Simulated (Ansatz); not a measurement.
# C₇H₁₆: small, medium and large basis sets

How large a basis does C₇H₁₆ need? Two functionals are run in growing sets.

The runs use Ansatz 0.2.0, Gaussian basis; one geometry, several basis sets.

Levels to be run: PBE0-D4/def2-SVP; ωB97M-V/def2-SVP; PBE0-D4/def2-QZVPP; ωB97M-V/def2-QZVPP; the functionals' def2-TZVPP values are taken from earlier runs.

1 further run of the same task is left out (it didn't finish).

### 1 Structure used throughout

All runs share one geometry, relaxed beforehand with PBE0-D4 in a triple-zeta def2 set.

SMILES `CCCCCCC`, 23 atoms, charge 0, spin multiplicity 1.

Atoms are counted from 1 here; the program's logs count them from 0.

Bond lengths: C1–C2 1.520 Å, C1–H8 1.092 Å, C1–H9 1.092 Å, C1–H10 1.094 Å, C2–C3 1.523 Å, C2–H11 1.097 Å, C2–H12 1.095 Å, C3–C4 1.520 Å, C3–H13 1.096 Å, C3–H14 1.098 Å, C4–C5 1.519 Å, C4–H15 1.096 Å, C4–H16 1.098 Å, C5–C6 1.520 Å, C5–H17 1.098 Å, C5–H18 1.098 Å, C6–C7 1.519 Å, C6–H19 1.096 Å and more. Angles: C2–C1–H8 111.9°, C2–C1–H9 111.2°, C2–C1–H10 111.0°, H8–C1–H9 107.4°, H8–C1–H10 107.5°, H9–C1–H10 107.6°, C1–C2–C3 114.1°, C1–C2–H11 109.5°, C1–C2–H12 109.0°, C3–C2–H11 109.1°, C3–C2–H12 108.8°, H11–C2–H12 106.0°, C2–C3–C4 114.5°, C2–C3–H13 109.0°, C2–C3–H14 109.2°, C4–C3–H13 108.7°, C4–C3–H14 109.2°, H13–C3–H14 106.0° and more.

### 2 PBE0-D4 in def2-SVP

File in.yaml:

```yaml
crystal:
  periodic: [false, false, false]
  atoms:
    - {symbol: C, position_ang: [0.717242, 3.219468, 0.218999]}
    - {symbol: C, position_ang: [0.817663, 2.235185, 1.373217]}
    - {symbol: C, position_ang: [-0.059510, 0.999907, 1.214577]}
    - {symbol: C, position_ang: [0.320484, 0.103289, 0.046948]}
    - {symbol: C, position_ang: [-0.527733, -1.154004, -0.040437]}
    - {symbol: C, position_ang: [-0.154294, -2.058698, -1.202890]}
    - {symbol: C, position_ang: [-1.008218, -3.312191, -1.279307]}
    - {symbol: H, position_ang: [1.066211, 2.783255, -0.719722]}
    - {symbol: H, position_ang: [1.317972, 4.112358, 0.407077]}
    - {symbol: H, position_ang: [-0.317516, 3.541863, 0.068451]}
    - {symbol: H, position_ang: [1.860944, 1.921021, 1.496965]}
    - {symbol: H, position_ang: [0.543797, 2.745409, 2.302693]}
    - {symbol: H, position_ang: [-0.016066, 0.411118, 2.138301]}
    - {symbol: H, position_ang: [-1.106049, 1.311955, 1.104302]}
    - {symbol: H, position_ang: [0.234357, 0.656461, -0.895027]}
    - {symbol: H, position_ang: [1.377818, -0.177843, 0.137250]}
    - {symbol: H, position_ang: [-1.585253, -0.873112, -0.125934]}
    - {symbol: H, position_ang: [-0.442088, -1.716509, 0.898053]}
    - {symbol: H, position_ang: [0.902469, -2.337459, -1.116560]}
    - {symbol: H, position_ang: [-0.241521, -1.495751, -2.139568]}
    - {symbol: H, position_ang: [-2.066014, -3.061122, -1.399040]}
    - {symbol: H, position_ang: [-0.914329, -3.908458, -0.367189]}
    - {symbol: H, position_ang: [-0.720346, -3.946144, -2.121158]}
basis:
  gaussian: {orbitals: def2-SVP}
hamiltonian: {xc: pbe0, dispersion: d4}
output: {orbitals: {seedname: orbitals}}
```

Further steps of the session: ωB97M-V in def2-SVP; PBE0-D4 in def2-QZVPP; ωB97M-V in def2-QZVPP.

Before running them: what should the planned runs give, taken together? Wanted: PBE0-D4: double and triple zeta above quadruple; ωB97M-V: double and triple zeta above quadruple.

The runs gave:

```
                                       quantity          value
PBE0-D4: double and triple zeta above quadruple  8.46, 0.43 eV
ωB97M-V: double and triple zeta above quadruple  9.02, 0.43 eV
```

**Reading.** For PBE0-D4 the step from double to triple zeta gains 8.03 eV and the next only 0.43 eV. Total energies overstate the basis error of differences, where much of it tends to cancel. The LUMO of ωB97M-V is positive and keeps falling with the basis (3.50 to 2.01 eV): an unbound level that the basis holds in place.
